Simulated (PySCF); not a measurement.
**Unknown compound**

Molecular formula: C4H6O. Simulated spectra:

¹H NMR (400 MHz, computed): δ 1.72 (s, 6H).

¹³C{¹H} NMR (computed): δ 207.9 (C), 21.0 (C), 15.2 (CH3, 2C).

Theoretical values (PySCF 2.14.0 with density-fitted response routines): geometry: GFN2-xTB, B3LYP/pcJ-1 coupling constants (without the spin–dipole term), PBE0/pcSseg-1 with gauge-including orbitals. Relativity neglected, one computed conformer, equivalent nuclei averaged, gas phase.

Referencing at the same level of theory: ¹H (σref 31.72) and ¹³C (σref 186.93) vs TMS.

**Question.** Which candidate is it?
A. C1=COCC1
B. O=C1CCC1
C. COC1=CC1
D. CC(C)=C=O
E. C#CCCO

**Answer.** D. 

- Rings plus π bonds: 2 (no ring in the answer).
- 3 carbon signals for 4 carbons: some carbons are equivalent by symmetry or fast rotation.
- Carbon types of the structure: 2 × C, 2 × CH3, which accounts for all hydrogens.
- δC 207.9: central carbon of a ketene.
- δC 21.0: terminal carbon of a ketene.
- δC 15.2: allylic methyl carbon; a saturated carbon with 1 carbon neighbour and no heteroatom attached.
- δH 1.72: hydrogen on an allylic methyl carbon; allylic position.

The others: C1=COCC1 would give 4 carbon signals, not 3; O=C1CCC1 would give 2 signals for carbon-bound and other non-exchanging H, not 1; COC1=CC1 would give 4 carbon signals, not 3; C#CCCO would give 4 carbon signals, not 3.

Shifts are as computed. Against solution values, carbons near 30 ppm lie about +3 ppm off and those near 130 ppm about +5 ppm. Of 1211 compounds with measured shifts, 218 miss one by over three times the rms of a fit or turn the order of signals round; such compounds aren't used in these exercises.
